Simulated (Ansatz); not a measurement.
**BH3Cl− (SMILES [H][B-]([H])([H])Cl) at BHLYP/STO-3G**

Aim: the vertical singlet–triplet gap of BH3Cl− at BHLYP/STO-3G, from 2 runs. 

The calculation is run with Ansatz 0.2.0.

6 further runs of the same task are left out: 6 that didn't finish.

**1. Starting point**

The species is BH3Cl− (5 atoms), meant as a singlet with charge -1. As SMILES, `[H][B-]([H])([H])Cl`. The shape is that of a GFN2-xTB optimisation.

Bond lengths: B1–Cl2 1.875 Å, B1–H3 1.207 Å, B1–H4 1.208 Å, B1–H5 1.207 Å. Angles: Cl2–B1–H3 106.7°, Cl2–B1–H4 106.7°, Cl2–B1–H5 106.7°, H3–B1–H4 112.1°, H3–B1–H5 112.2°, H4–B1–H5 112.1°.

**2. A single-point energy at BHLYP/STO-3G**

File in.yaml:

```yaml
crystal:
  periodic: [false, false, false]
  atoms:
    - {symbol: B, position_ang: [-0.001280, 0.001630, -0.167010]}
    - {symbol: Cl, position_ang: [0.013600, -0.021140, 1.707330]}
    - {symbol: H, position_ang: [1.152300, 0.011380, -0.522240]}
    - {symbol: H, position_ang: [-0.586640, 1.005700, -0.497000]}
    - {symbol: H, position_ang: [-0.577980, -0.997580, -0.521080]}
basis:
  gaussian:
    orbitals: STO-3G
total_charge: -1
hamiltonian:
  xc: {name: BHLYP}
accuracy: high
```

Command:

```
$ ansatz run in.yaml --threads 1 --pin off --max-ram 2610MiB --events-out events.jsonl --progress --plain --runs-dir runs
```

What it wrote:

```text
Warning: RAYON_NUM_THREADS=1 ignored (pool sized by the plan → 1); use --threads N
Functional definition: BHLYP
  name "BHLYP"
  parameter a = 0.5
  exchange = (1 - a)*b88_x + a*exact_x
  correlation = lyp_c
282 factors; integrals over basis functions are off by at most 2.4e-8 eV
mean field evaluation 1: about -13102.2275 eV, gradient 1.2e1 eV
mean field evaluation 2: about -13102.7268 eV, gradient 4.7e0 eV
mean field evaluation 4: about -13102.7995 eV, gradient 1.4e-2 eV
mean field evaluation 8: about -13102.8029 eV, gradient 2.3e-4 eV
mean field -13102.80291666 eV, -481.5191257884 hartree, gradient 6.8e-8 eV, S^2 0.000000; 0 other end points of the search recorded, 0 dependent functions left out
reference -13102.80293349 eV, -481.5191264068 hartree; 13, 13 occupied and 4, 4 virtual orbitals, 282 factors
Total energy: -13102.80293349 eV, -481.5191264068 hartree
```

Wall time 1.6 s (1 thread of Intel Xeon Platinum 8259CL at 2.50GHz (Skylake/Cascade Lake), shared host); peak memory 0.11 GiB.

**3. The triplet, same level**

File input.yaml:

```yaml
crystal:
  periodic: [false, false, false]
  atoms:
    - symbol: B
      position_ang: [-0.001280, 0.001630, -0.167010]
    - symbol: Cl
      position_ang: [0.013600, -0.021140, 1.707330]
    - symbol: H
      position_ang: [1.152300, 0.011380, -0.522240]
    - symbol: H
      position_ang: [-0.586640, 1.005700, -0.497000]
    - symbol: H
      position_ang: [-0.577980, -0.997580, -0.521080]
basis:
  gaussian: {orbitals: STO-3G}
magnetization: {spin_polarized: true, initial_magnetization: 2}
total_charge: -1
hamiltonian: {xc: {name: BHLYP}}
accuracy: high
```

Command:

```
$ ansatz run input.yaml --threads 1 --pin off --max-ram 2610MiB --events-out events.jsonl --progress --plain --runs-dir runs
```

What it wrote:

```text
Warning: RAYON_NUM_THREADS=1 ignored (pool sized by the plan → 1); use --threads N
[... 5 set-up lines as earlier in the session ...]
282 factors; integrals over basis functions are off by at most 2.4e-8 eV
mean field evaluation 1: about -13090.2822 eV, gradient 6.7e0 eV
mean field evaluation 2: about -13090.6849 eV, gradient 1.9e0 eV
mean field evaluation 4: about -13090.7350 eV, gradient 1.1e-1 eV
mean field evaluation 8: about -13090.7703 eV, gradient 1.2e-2 eV
mean field evaluation 16: about -13090.7718 eV, gradient 1.4e-1 eV
mean field evaluation 32: about -13090.7708 eV, gradient 5.6e-3 eV
mean field -13090.77201534 eV, -481.0769983199 hartree, gradient 8.7e-8 eV, S^2 2.001189; 4 other end points of the search recorded, 0 dependent functions left out
reference -13090.77203220 eV, -481.0769989394 hartree; 14, 12 occupied and 3, 5 virtual orbitals, 282 factors
Total energy: -13090.77203220 eV, -481.0769989394 hartree
```

It took 16 s on 1 thread of Intel Xeon Platinum 8259CL at 2.50GHz (Skylake/Cascade Lake), shared host; peak memory 0.14 GiB.

**4. What came out**

Level: BHLYP/STO-3G.

```
                                        quantity          value
                           singlet: total energy  -481.51913 Eh
                           triplet: total energy  -481.07700 Eh
                                   triplet: ⟨S²⟩          2.001
vertical energy of the triplet above the singlet      12.031 eV
```

**Reading.** At this shape the triplet lies 12.03 eV (277 kcal/mol) above the singlet. For an anion a state so high probably lies above electron detachment. In a minimal basis such a difference can be off by several eV, whatever the method.
